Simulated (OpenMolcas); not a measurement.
**C2H5B (SMILES BC=C), step by step**

Wanted: a series of 15 runs (HF/6-31G**, CASSCF(8,8)/6-31G**, MC-PDFT[tOreLYP](8,8)/6-31G**, CASPT2[IPEA 0.15](8,8)/6-31G**, MC-PDFT[tPBE](8,8)/6-31G**, RASSCF(8,8)/6-31G**, PC-NEVPT2(8,8)/6-31G**, MC-PDFT[ftPBE](8,8)/6-31G**, and more) of C2H5B. 

Program for the calculation: OpenMolcas 26.06.

1 further run of the same task is left out (it didn't finish).

### Step 1. The structure to begin with

C2H5B: 8 atoms, total charge 0, spin state singlet. SMILES: `BC=C`. The coordinates come from a PBE0-D4/def2-TZVP relaxation.

Bond lengths: B1–C2 1.534 Å, C2–C3 1.339 Å, B1–H4 1.199 Å, B1–H5 1.197 Å, C2–H6 1.089 Å, C3–H7 1.086 Å, C3–H8 1.087 Å. Angles: B1–C2–C3 120.5°, B1–C2–H6 121.7°, C3–C2–H6 117.7°, C2–B1–H4 118.7°, C2–B1–H5 122.0°, C2–C3–H7 120.6°, C2–C3–H8 123.0°, H4–B1–H5 119.3°, H7–C3–H8 116.4°.

### Step 2. The energy at HF/6-31G(d,p) (RICD fitting, Cartesian functions) (run 1)

The input, step1.inp:

```
&GATEWAY
COORD
8
angstrom
B       -0.619200       0.876300      -0.693900
C        0.322000       0.273500       0.357500
C        0.459500      -1.054300       0.465500
H       -1.226400       0.135900      -1.414800
H       -0.762800       2.058300      -0.813400
H        0.897400       0.899500       1.037300
H       -0.092700      -1.722500      -0.189400
H        1.114300      -1.523800       1.195500
BASIS=6-31G**
GROUP=NoSym
RICD
&SEWARD
&SCF
PRORBITALS=1 1
```

On the command line:

```bash
export MOLCAS_MEM=1860
pymolcas step1.inp > step1.log
```

Output:

```text
--- Start Module: gateway ---
[...]
--- Stop Module: gateway /rc=_RC_ALL_IS_WELL_ ---
--- Start Module: seward ---
[...]
      Basis functions           70
--- Stop Module: seward /rc=_RC_ALL_IS_WELL_ ---
--- Start Module: scf ---
[...]
       Convergence after  11 Iterations
[...]
::    Total SCF energy                               -103.2963772774
[...]
      Total spin, S                                     0.0000000000
[...]
      Total electronic charge=   22.000000
      Total            charge=   -0.000000
[...]
      Dipole Moment (debye):
      Origin of the operator (angstrom)=    0.0622    0.0031    0.0512
                   X=  5.7454E-01               Y= -9.0552E-01               Z=  6.2245E-01           Total=  1.2400E+00
      Quadrupole Moment (debye*angstrom):
[...]
--- Stop Module: scf /rc=_RC_ALL_IS_WELL_ ---
[...]
```

Wall time 2 s (1 thread of Intel Xeon Platinum 8375C at 2.90GHz (Ice Lake), shared host); peak memory 0.082 GiB.

### Step 3. A single-point energy at CASSCF(8,8)/6-31G(d,p) (RICD fitting, Cartesian functions) (run 2)

The input, step2.inp:

```
* C2H5B CASSCF
>>> EXPORT MOLCAS_PRINT=2
&GATEWAY
Coord
8
angstrom
B       -0.619200       0.876300      -0.693900
C        0.322000       0.273500       0.357500
C        0.459500      -1.054300       0.465500
H       -1.226400       0.135900      -1.414800
H       -0.762800       2.058300      -0.813400
H        0.897400       0.899500       1.037300
H       -0.092700      -1.722500      -0.189400
H        1.114300      -1.523800       1.195500
Basis = 6-31G**
Group = NoSym
RICD
&SEWARD
&RASSCF
FileOrb = $CurrDir/step1.ScfOrb
Spin = 1
Nactel = 8 0 0
Inactive = 7
Ras2 = 8
OrbListing = Nothing
OrbAppear = Compact
```

On the command line:

```bash
export MOLCAS_MEM=1860
pymolcas step2.inp > step2.log
```

Output:

```text
--- Start Module: gateway ---
[...]
--- Stop Module: gateway /rc=_RC_ALL_IS_WELL_ ---
--- Start Module: seward ---
[...]
      Basis functions           70
--- Stop Module: seward /rc=_RC_ALL_IS_WELL_ ---
--- Start Module: rasscf ---
[...]
      Number of active orbitals                  8
[...]
      Spin quantum number                      0.0
[...]
      Active orbitals                            8
[...]
      Number of CSFs                          1764
[...]
      Number of root(s) required                 1
[...]
      Convergence after 29 iterations
[...]
      printout of CI-coefficients larger than  0.05 for root  1
      energy=    -103.377888
      conf/sym  11111111     Coeff  Weight
             1  22220000  -0.97134 0.94351
            18  22202000   0.16953 0.02874
            41  2u2du0d0  -0.05682 0.00323
            54  u22du00d  -0.05419 0.00294
           106  ud2200ud   0.05006 0.00251
      Natural orbitals and occupation numbers for root  1
      sym 1:   1.978454   1.982513   1.997582   1.926639   0.072703   0.005162   0.019816   0.017131
      ************************************************************************************************************************
      *                                                    Final results                                                     *
[...]
::    RASSCF root number  1 Total energy:   -103.37788814
[...]
      Total electronic charge=   22.000000
      Total            charge=   -0.000000
[...]
      Dipole Moment (debye):
      Origin of the operator (angstrom)=    0.0622    0.0031    0.0512
                   X=  5.1978E-01               Y= -6.5456E-01               Z=  5.6905E-01           Total=  1.0112E+00
      Quadrupole Moment (debye*angstrom):
[...]
--- Stop Module: rasscf /rc=_RC_ALL_IS_WELL_ ---
[...]
```

It took 5.1 s on 1 thread of Intel Xeon Platinum 8375C at 2.90GHz (Ice Lake), shared host; peak memory 0.084 GiB.

Runs 3 to 14 aren't shown in full; the table further down has their settings and results.

### Step 4. Energy and gradient at CASSCF(8,8)/6-31G(d,p) (RICD fitting, Cartesian functions, root 1) (run 15)

The input, step15.inp:

```
* C2H5B CASSCF

&gateway
  coord
  8
  angstrom
  B       -0.619200       0.876300      -0.693900
  C        0.322000       0.273500       0.357500
  C        0.459500      -1.054300       0.465500
  H       -1.226400       0.135900      -1.414800
  H       -0.762800       2.058300      -0.813400
  H        0.897400       0.899500       1.037300
  H       -0.092700      -1.722500      -0.189400
  H        1.114300      -1.523800       1.195500
  basis=6-31G**
  group=NoSym
  ricd

&seward

&rasscf
  fileorb=$CurrDir/step2.RasOrb
  spin=1
  nactel=8 0 0
  inactive=7
  ras2=8
  orblisting=Nothing
  orbappear=Compact

&alaska
```

On the command line:

```bash
export MOLCAS_MEM=1860
pymolcas step15.inp > step15.log
```

Output (excerpt; [...] marks lines left out):

```text
--- Start Module: gateway ---
[...]
--- Stop Module: gateway /rc=_RC_ALL_IS_WELL_ ---
[...]
      Basis functions           70
[...]
--- Start Module: rasscf ---
[...]
      Number of active orbitals                  8
[...]
      Spin quantum number                      0.0
[...]
      Active orbitals                            8
[...]
      Number of CSFs                          1764
[...]
      Number of root(s) required                 1
[...]
      Convergence after  5 iterations
[...]
      printout of CI-coefficients larger than  0.05 for root  1
      energy=    -103.377888
      conf/sym  11111111     Coeff  Weight
             1  22220000  -0.97135 0.94351
            18  22202000   0.16951 0.02873
            41  2u2du0d0  -0.05684 0.00323
            54  u22du00d  -0.05420 0.00294
           106  ud2200ud   0.05010 0.00251
      Natural orbitals and occupation numbers for root  1
      sym 1:   1.978455   1.982513   1.997582   1.926651   0.072692   0.005162   0.019814   0.017131
      ************************************************************************************************************************
      *                                                    Final results                                                     *
[...]
::    RASSCF root number  1 Total energy:   -103.37788814
[...]
      Total electronic charge=   22.000000
      Total            charge=   -0.000000
[...]
      Dipole Moment (debye):
      Origin of the operator (angstrom)=    0.0622    0.0031    0.0512
                   X=  5.1982E-01               Y= -6.5460E-01               Z=  5.6908E-01           Total=  1.0112E+00
      Quadrupole Moment (debye*angstrom):
[...]
--- Stop Module: rasscf /rc=_RC_ALL_IS_WELL_ ---
[...]
--- Start Module: alaska ---
[...]
--- Stop Module: alaska /rc=_RC_ALL_IS_WELL_ ---
[...]
```

Run time: 3.3 s. Hardware: 1 thread of Intel Xeon Platinum 8375C at 2.90GHz (Ice Lake), shared host; peak memory 0.084 GiB.

### Step 5. The series

```
run                                                                                                                                   level      starting guess      task       partner    energy (Eh)  dipole moment (D) of the reference  wall time
  1                                                                                          HF/6-31G** (RICD fitting, Cartesian functions)                   –    energy          base    -103.296377                                1.24        2 s
  2                                                                                 CASSCF(8,8)/6-31G** (RICD fitting, Cartesian functions)  orbitals of step 1    energy          base    -103.377888                                1.01      5.1 s
  3                                                                       MC-PDFT[tOreLYP](8,8)/6-31G** (RICD fitting, Cartesian functions)  orbitals of step 2    energy          base    -103.948985                                1.01      3.9 s
  4                                  CASPT2[IPEA 0.15](8,8)/6-31G** (RICD fitting, Cartesian functions, ipea shift 0.15 Eh, pt2 variant SS)  orbitals of step 2    energy          base    -103.655633                                1.01      4.5 s
  5                                                                          MC-PDFT[tPBE](8,8)/6-31G** (RICD fitting, Cartesian functions)  orbitals of step 2    energy          base    -103.830727                                1.01      3.9 s
  6                                                                                 RASSCF(8,8)/6-31G** (RICD fitting, Cartesian functions)  orbitals of step 2    energy          base  not converged                                   –       22 s
  7                                                       PC-NEVPT2(8,8)/6-31G** (RICD fitting, Cartesian functions, pt2 variant PC-NEVPT2)  orbitals of step 2    energy          base    -103.646631                                1.01      4.5 s
  8                                                                         MC-PDFT[ftPBE](8,8)/6-31G** (RICD fitting, Cartesian functions)  orbitals of step 2    energy       triplet    -103.740399                                2.14      7.2 s
  9                   CASPT2[IPEA 0](8,8)/6-31G** (RICD fitting, Cartesian functions, casscf solver Tight, ipea shift 0 Eh, pt2 variant SS)  orbitals of step 2    energy          base    -103.656379                                1.01      4.5 s
 10                                        CASPT2[IPEA 0](8,8)/6-31G** (RICD fitting, Cartesian functions, ipea shift 0 Eh, pt2 variant SS)  orbitals of step 2    energy          base    -103.656388                                1.01      4.5 s
 11                                                                                 CASSCF(8,8)/6-31G** (RICD fitting, Cartesian functions)  orbitals of step 2  optimise          base    -103.379098                                0.95       50 s
 12  CASPT2[IPEA 0.1](8,8)/6-31G** (RICD fitting, Cartesian functions, ipea shift 0.1 Eh, pt2 variant SS, weight exponent 1, weight type 3)  orbitals of step 2    energy          base    -103.655792                                1.01      4.5 s
 13                                                                                 CASSCF(8,8)/6-31G** (RICD fitting, Cartesian functions)  orbitals of step 2    energy          base    -103.377888                                1.01      2.4 s
 14               CASPT2[IPEA 0.15](8,8)/6-31G** (RICD fitting, Cartesian functions, ipea shift 0.15 Eh, pt2 variant SS, real shift 0.3 Eh)  orbitals of step 2    energy  C3–H7 1.36 Å    -103.623926                                1.04      5.4 s
 15                                                                         CASSCF(8,8)/6-31G** (RICD fitting, Cartesian functions, root 1)  orbitals of step 2  gradient          base    -103.377888                                1.01      3.3 s
```

### Step 6. Summary of results

| quantity | value |
| --- | --- |
| run 15, CASSCF(8,8)/6-31G**: total energy | -103.37789 Eh |
| run 15, CASSCF(8,8)/6-31G**: dipole moment (CASSCF density) | 1.01 D |
| run 15, CASSCF(8,8)/6-31G**: largest force on an atom | 1.586 eV/Å |

What this shows: Below the HF energy at the same shape and in the same basis (6-31G**): CASSCF(8,8) -81.5 mEh; CASPT2[IPEA 0.15](8,8) -359.3 mEh; PC-NEVPT2(8,8) -350.3 mEh; CASPT2[IPEA 0](8,8) -360.0 mEh; CASPT2[IPEA 0.1](8,8) -359.4 mEh. Active-space methods hold only the correlation inside their space unless a perturbation or CI step follows. Over runs 1, 2, 13, 15 the dipole moment (its size) runs from 1.01 D (CASSCF(8,8)/6-31G**) to 1.24 D (HF/6-31G**). All runs together took 2.1 min, the longest 50 s. 1 of the 15 runs did not end normally.
